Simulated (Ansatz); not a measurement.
Consider the hydrogen abstraction from a B–H bond: `SBCl` + `[OH]`• → `S[B]Cl`• + H₂O.

Program: Ansatz. Geometries: PBE0-D4/def2-TZVP. ΔE: electronic, gas phase. CCSD(T)/CBS is the MP2 limit (def2-TZVPP, def2-QZVPP) plus CCSD(T) − MP2 in def2-TZVPP, frozen cores. This one scheme is used for every species. Functionals use def2-TZVPP. No spin–orbit coupling; open shells (•) take unrestricted orbitals. Each species was taken in one conformer, which may not be the lowest.

`SBCl`:

Cartesian coordinates in Å:
```
S -0.452 -1.084 0.648
B -0.058 0.416 -0.222
Cl -1.359 1.493 -0.661
H 0.812 -1.528 0.745
H 1.058 0.704 -0.510
```

`[OH]`•:

Cartesian coordinates in Å:
```
O 0.230 -0.214 0.371
H -0.230 0.214 -0.371
```

`S[B]Cl`•:

```xyz
4

S    -0.895    0.040    0.624
B     0.553    0.007   -0.386
Cl    1.364   -1.425   -0.892
H    -1.022    1.378    0.655
```

H₂O:

```xyz
3

O     0.022    0.204   -0.330
H     0.520   -0.582   -0.095
H    -0.542    0.378    0.426
```

CCSD(T)/CBS gives -72.6 kJ/mol.

Q: Another level gave -77.2 kJ/mol. Which?
A. revPBE-D4/def2-TZVPP
B. BHLYP/def2-TZVPP
C. SCS-MP2/def2-TZVPP
D. CAM-B3LYP/def2-TZVPP

A: A. revPBE-D4 -77.2, BHLYP -41.2, CAM-B3LYP -62.8, SCS-MP2/def2-TZVPP -66.9 kJ/mol.

Largest T1 diagnostic among the species: 0.016.

In def2-TZVPP, CCSD(T) changes the Hartree–Fock value by −62.7 kJ/mol (the triples alone add −6.2 kJ/mol) and MP2 by −84.4 kJ/mol. From PBE to PBE0 (25 % exact exchange), in def2-TZVPP and without D4, ΔE moves by +15.9 kJ/mol. Leaving LDA and LC-ωPBE aside and taking each functional with its dispersion term where it has one, the values, not all of them listed here, spread over 45.1 kJ/mol, from PBE-D4 to BHLYP-D4. LDA lies −32.4 kJ/mol from PBE without D4.
